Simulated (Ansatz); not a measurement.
**C3H6FN: up Jacob's ladder to CCSD(T)**

How much do the methods differ for C3H6FN? The plan is to run it at one geometry with functionals of several rungs and with coupled cluster, and see how far each lands from CCSD(T) at the basis-set limit for the atomisation energy.

Method: functionals in def2-TZVPP, the program's frozen cores in correlated methods; program: Ansatz 0.2.0, Gaussian basis.

The runs, in order: LDA (SPW92), PBE-D4, revPBE-D4, BLYP-D4, r2SCAN-D4, B97M-V, PBE0-D4, B3LYP-D4, r2SCANh-D4, r2SCAN0-D4, HSE06-D4, BHLYP-D4, CAM-B3LYP-D4, LC-ωPBE, ωB97X-V, ωB97M-V, B2PLYP, PBE-QIDH; CCSD(T)/def2-SVP; CCSD(T)/def2-TZVPP; MP2/def2-QZVPP; extrapolation to the limit; RPA on PBE.

**1. The geometry**

An earlier PBE0-D4 in a triple-zeta def2 set relaxation fixed the geometry.

SMILES `C/C=N/CF`, 11 atoms, charge 0, spin multiplicity 1.

Atoms are counted from 1 here; the program's logs count them from 0.

Bond lengths: C1–C2 1.485 Å, C1–H6 1.094 Å, C1–H7 1.089 Å, C1–H8 1.095 Å, C2–N3 1.262 Å, C2–H9 1.102 Å, N3–C4 1.426 Å, C4–F5 1.373 Å, C4–H10 1.101 Å, C4–H11 1.095 Å. Angles: C2–C1–H6 110.2°, C2–C1–H7 110.6°, C2–C1–H8 110.2°, H6–C1–H7 109.7°, H6–C1–H8 106.7°, H7–C1–H8 109.4°, C1–C2–N3 122.5°, C1–C2–H9 116.4°, N3–C2–H9 121.1°, C2–N3–C4 117.4°, N3–C4–F5 109.2°, N3–C4–H10 113.4°, N3–C4–H11 109.0°, F5–C4–H10 107.4°, F5–C4–H11 107.6°, H10–C4–H11 110.0°.

**2. LDA**

This LDA is Slater exchange with PW92 correlation.

in.yaml

```yaml
crystal:
  periodic: [false, false, false]
  atoms:
    - {symbol: C, position_ang: [-0.893021, -1.314398, -0.965569]}
    - {symbol: C, position_ang: [-0.054150, -0.490279, -0.059424]}
    - {symbol: N, position_ang: [-0.070979, 0.771010, -0.081569]}
    - {symbol: C, position_ang: [0.749903, 1.454131, 0.862769]}
    - {symbol: F, position_ang: [1.469761, 2.428010, 0.215442]}
    - {symbol: H, position_ang: [-0.263590, -1.993404, -1.548793]}
    - {symbol: H, position_ang: [-1.468931, -0.679030, -1.636854]}
    - {symbol: H, position_ang: [-1.575179, -1.941651, -0.383041]}
    - {symbol: H, position_ang: [0.592391, -1.038874, 0.645152]}
    - {symbol: H, position_ang: [1.469846, 0.795929, 1.373354]}
    - {symbol: H, position_ang: [0.109349, 1.951355, 1.599232]}
basis:
  gaussian: {orbitals: def2-TZVPP}
hamiltonian: {xc: lda}
output: {orbitals: {seedname: orbitals}}
```

The runs that follow: PBE-D4 (GGA); revPBE-D4 (GGA); BLYP-D4 (GGA); r2SCAN-D4 (meta-GGA); B97M-V (meta-GGA); PBE0-D4 (hybrid); B3LYP-D4 (hybrid); r2SCANh-D4 (hybrid); r2SCAN0-D4 (hybrid); HSE06-D4 (hybrid); BHLYP-D4 (hybrid); CAM-B3LYP-D4 (range-separated); LC-ωPBE (range-separated); ωB97X-V (range-separated); ωB97M-V (range-separated); B2PLYP (double hybrid); PBE-QIDH (double hybrid); CCSD(T) in def2-SVP; CCSD(T) in def2-TZVPP; MP2 in def2-QZVPP; RPA on PBE orbitals.

Q: Predict the results of all the runs planned. Wanted: atomisation energy, CCSD(T)/CBS; farthest beyond LDA; mean size of error, GGA; mean size of error, meta-GGA; mean size of error, hybrid; mean size of error, range-separated; mean size of error, double hybrid; gap, smallest and largest; T1 diagnostic.

As calculated:

| quantity | value |
| --- | --- |
| atomisation energy, CCSD(T)/CBS | 4344.9 kJ/mol |
| functionals within 21.7 kJ/mol (0.5 %) | r2SCAN-D4, B97M-V, r2SCANh-D4, LC-ωPBE, ωB97X-V, PBE-QIDH |
| farthest beyond LDA | PBE-D4 (+146.9 kJ/mol) |
| mean size of error, GGA | 70.2 kJ/mol |
| mean size of error, meta-GGA | 11.6 kJ/mol |
| mean size of error, hybrid | 55.0 kJ/mol |
| mean size of error, range-separated | 23.6 kJ/mol |
| mean size of error, double hybrid | 21.4 kJ/mol |
| gap, smallest and largest | 4.48 eV (LDA (SPW92)), 12.44 eV (LC-ωPBE) |
| T1 diagnostic | 0.0117 |
| triples share of the correlation energy | 3.8 % |

In words: LDA overbinds by 701.9 kJ/mol (16 %). PBE-D4 misses by +146.9 kJ/mol. Double hybrids carry the basis error of their MP2 part in triple zeta, and no dispersion term here, so their miss is partly the set-up's. The rungs meta-GGA, double hybrid miss on average by less than the doubt on the reference (21.7 kJ/mol), so they tie. Misses under about 21.7 kJ/mol are within the doubt on the reference itself, which lacks core-valence correlation, relativity and higher excitations. Hartree-Fock recovers 71 % of the binding; the rest is correlation. CCSD(T) in def2-SVP is off by -201.3 kJ/mol, worse than the median functional, from the basis alone. Orbital gaps span 4.5 to 12.4 eV; exact exchange widens them.
